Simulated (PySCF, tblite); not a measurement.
# Complex of chlorine monofluoride and dimethyl ether

A gas-phase complex of chlorine monofluoride and dimethyl ether; neutral, singlet. The structure comes from a short search (6 tight-binding starts) and was relaxed by PBE0-D3(BJ)/def2-SVPD; another way of binding may lie lower. No frequency run checks that it is a minimum.

Parts: 1 = chlorine monofluoride (FCl), atoms 1–2; 2 = dimethyl ether (COC), atoms 3–11.

```xyz
11

Cl   -0.268   -0.049   -0.798
F    -0.871   -0.431    0.734
C    -0.508    1.092   -3.627
O     0.509    0.438   -2.904
C     0.973   -0.741   -3.520
H    -0.796    1.982   -3.056
H    -0.135    1.395   -4.618
H    -1.387    0.437   -3.751
H     0.152   -1.465   -3.653
H     1.737   -1.174   -2.866
H     1.416   -0.506   -4.501
```
(Å; atoms numbered from 1)

```tsv
contact	kind (by geometry)	distance (Å)	angle (°)
F2–Cl1···O4	halogen bond	2.297	179
```

Interaction energies are complex less parts, with the parts frozen as they stand in it; counterpoise-corrected, in kcal/mol (PySCF).

(1) How strongly do the parts interact, level by level?

(2) What holds them together? Decompose the wB97M-D3(BJ)/def2-SVPD energy: frozen parts, their antisymmetrised product, then relaxation.

The parts were also relaxed and run alone, at the levels used for the complex: shieldings by PBE0/pcSseg-2; core levels by delta-SCF with SCAN, pcX-2 on the ionised atom and pcseg-1 elsewhere, spin-free X2C (2p3/2 is the spin-free 2p value less a third of a first-order spin-orbit splitting).

(3) What does binding change?

Results:

(1) 
```
                 level  interaction  superposition error removed
wB97M-D3(BJ)/def2-SVPD        -8.55                        -1.57
 PBE0-D3(BJ)/def2-SVPD       -10.78                        -1.64
```

(2) electrostatic -22.0, Pauli repulsion +30.6, orbital relaxation -16.9, dispersion correction -1.8 kcal/mol, which sum to the value before the counterpoise correction; the Pauli term holds the exchange-correlation of the frozen density too. Of the attraction, 54 % is electrostatic, 41 % is orbital relaxation, 5 % is dispersion correction.

(3) 
```tsv
property	alone	in the complex	change
F2–Cl1 bond (Å)	1.645	1.691	+0.045
shielding of Cl1 (ppm)	-592.3	-370.2	+222.1
shielding of O4 (ppm)	331.6	298.6	-33.0
shielding of F2 (ppm)	660.0	491.6	-168.3
Cl1 2p3/2 core level (eV)	209.41	207.00	-2.41
F2 1s core level (eV)	694.25	691.03	-3.22
O4 1s core level (eV)	538.54	539.43	+0.89
```

The core-hole state of F2 is spin-contaminated (⟨S²⟩ 0.81 against 0.75 for a pure doublet), so that value and differences from it are less sure.
